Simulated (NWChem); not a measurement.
# Lowest excitation of H4Si

```xyz
5

Si     0.0000     0.0000     0.0000
H      1.2187     0.0000     0.8618
H     -1.2187     0.0000     0.8618
H      0.0000    -1.2187    -0.8618
H      0.0000     1.2187    -0.8618
```
Charge 0, spin multiplicity 1.

The numbers come from NWChem runs, not from measurements. Structure: optimised with PBE0/def2-SVP, a minimum by its harmonic frequencies.

Basis set: aug-cc-pVDZ.

```json
[
 {"method": "TD-B3LYP", "lowest vertical singlet excitation energy (eV)": "8.54", "relative cost": "6", "difference from EOM-CCSD": "-0.77"},
 {"method": "CIS", "lowest vertical singlet excitation energy (eV)": "9.78", "relative cost": "under 3", "difference from EOM-CCSD": "+0.48"},
 {"method": "TDA-CAM-B3LYP", "lowest vertical singlet excitation energy (eV)": "8.87", "relative cost": "4", "difference from EOM-CCSD": "-0.43"},
 {"method": "TD-PBE", "lowest vertical singlet excitation energy (eV)": "8.13", "relative cost": "under 3", "difference from EOM-CCSD": "-1.18"},
 {"method": "EOM-CCSD", "lowest vertical singlet excitation energy (eV)": "9.30", "relative cost": "1", "difference from EOM-CCSD": "0.00"}
]
```

The values span 1.65 eV, from TD-PBE (lowest) to CIS (highest). Costs are rough ratios of processor time within this set of runs, SCF included, with EOM-CCSD as 1.

The correlated methods keep 5 core orbitals frozen. B3LYP has NWChem's definition, with VWN1-RPA local correlation. GW and range-separated runs recompute their integrals, the others keep them in memory, which bears on the times. The structure started from a generated list of species. Differences from the coupled-cluster row are differences between methods, not errors against experiment.
